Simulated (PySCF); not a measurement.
Indirect couplings

Geometry:
```csv
atom,x (Å),y (Å),z (Å)
N1,-2.436,0.207,-0.356
C2,-1.292,0.102,-0.183
C3,0.061,-0.025,0.022
C4,1.251,-0.137,0.199
F5,2.491,-0.257,0.384
```

Indirect spin–spin couplings were computed at B3LYP/pcJ-1 (PySCF 2.14) on a PBE0-D3(BJ)/def2-SVP structure, for the isolated molecule, without vibrational or relativistic corrections. Couplings are averaged over pairs made equivalent by symmetry, fast rotation or ring inversion, so a value needn't be that of the named pair in this geometry, while other rotamers aren't included; one pair stands for each set, and the list holds those of at least 0.8 Hz over up to four bonds. One-bond C–F couplings come out tens of Hz too large with common functionals.

Isotopes: 13C, 19F, 15N.

```csv
pair,bonds,J (Hz)
"N1, C2",1,-22.0
"C2, C3",1,193.8
"C3, C4",1,338.9
"C4, F5",1,-413.8
"N1, C3",2,5.5
"C2, C4",2,?
"C3, F5",2,49.8
"N1, C4",3,?
"C2, F5",3,?
"N1, F5",4,-34.5
```

Task: Estimate the withheld couplings, with signs.

Result: 
- 2J(C2,C4) = 27.3 Hz (angle at C3 180°)
- 3J(N1,C4) = -10.7 Hz
- 3J(C2,F5) = -17.5 Hz
